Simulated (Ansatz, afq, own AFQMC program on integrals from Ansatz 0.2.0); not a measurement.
The Si2–Cl1 bond of SiCl2, singlet, worked out

```xyz
3

Cl    0.2952    1.6158    0.3401
Si   -0.7742   -0.0105   -0.4243
Cl    0.4791   -1.6053    0.0842
```

The molecule and both fragments are relaxed with PBE0/def2-SVP; the fragments keep their bonds.

Basis def2-TZVP. Noble-gas cores (and the filled d shells of Ga–Kr and In–Xe) are frozen. Ansatz 0.2.0 and our own AFQMC program on the same integrals; the CISD trial comes from CCSD amplitudes, and released means the phaseless constraint is let go. ± is one standard error of the sampling.

Total energies in eV. CBS is CCSD(T) at the limit of def2-TZVPP/QZVPP (extrapolated itself); the highest rung of each member is named.

Cautions: SiCl₂ (singlet): restricted determinant unstable towards unrestricted (UHF 5 meV lower, ⟨S²⟩ 0.09), its ph-AFQMC/CISD value lies 17 ± 6 meV above CCSDT(Q).

```
        member  count  CCSD(T)/def2-TZVP  highest rung in def2-TZVP     which  CCSD(T)/CBS
 SiCl, doublet     +1        -20374.3166                -20374.3678  CCSDT(Q)  -20376.3013
  Cl (doublet)     +1        -12508.0402                -12508.0635    CCSDTQ  -12509.3582
SiCl₂, singlet     -1        -32886.7073                -32886.7796  CCSDT(Q)  -32890.2460
```

Q: Work out the best estimate of the bond energy: the CCSD(T)/CBS difference plus the step from CCSD(T) to the highest rung.

A: Sums with the counts: CCSD(T)/CBS 4.5865 eV, highest rung 4.3483 eV, CCSD(T)/def2-TZVP 4.3505 eV. The step is 4.3483 − 4.3505 = -0.0022 eV, so the best estimate is 4.5865 + (-0.0022) = 4.5843 eV. The basis set is worth 0.236 eV of it. Zero-point, core-correlation and spin–orbit terms aren't in it. Past Ne the Hartree–Fock part of each CBS total tends to overshoot, since the cores don't follow the formula; that largely cancels in the difference.

Best estimates are given only where the step beyond CCSD(T) is under 0.3 eV and no member's determinant is very poor (T1 over 0.05, or 0.07 for open shells, ⟨S²⟩ too high by 0.3, two states mixed), so the hardest cases are missing from such tables.

CCSDT and higher add their correlation energy to the determinant of the CCSD(T) run, since their own runs factorise the integrals more tightly (a shift of under 2 meV). Each member of a difference takes its own highest rung, so a best estimate needn't equal the limit plus the step of one row.
